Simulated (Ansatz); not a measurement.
**Worked example: vertical ionisation energy of BSiH3 (SMILES B[SiH])**

BSiH3: 5 atoms, total charge 0, spin state triplet. SMILES: `B[SiH]`. The coordinates come from a GFN2-xTB relaxation.

Both states at this one shape; open shells run unrestricted unless said. 1 Eh = 27.2114 eV.

```tsv
level	program	triplet BSiH3 (Eh)	doublet [BSiH3]+ (Eh)
UBLYP/STO-3G	Ansatz	-312.267635	-312.036047
UCAM-B3LYP/STO-3G	Ansatz	-312.277608	-312.046685
UHSE06/STO-3G	Ansatz	-312.159531	-311.922293
UBCCD(T)/STO-3G, 6 core orbitals frozen	Ansatz	-311.680200	-311.483478
```

Q: Work out the vertical ionisation energy at each level.

A: 
1. UBLYP/STO-3G: -312.036047 − (-312.267635) = 0.231588 Eh = 6.30 eV.
2. UCAM-B3LYP/STO-3G: -312.046685 − (-312.277608) = 0.230923 Eh = 6.28 eV.
3. UHSE06/STO-3G: -311.922293 − (-312.159531) = 0.237238 Eh = 6.46 eV.
4. UBCCD(T)/STO-3G: -311.483478 − (-311.680200) = 0.196722 Eh = 5.35 eV.

No measured value is set beside it here; the levels span 5.35 to 6.46 eV. Minimal sets are far from the basis-set limit.
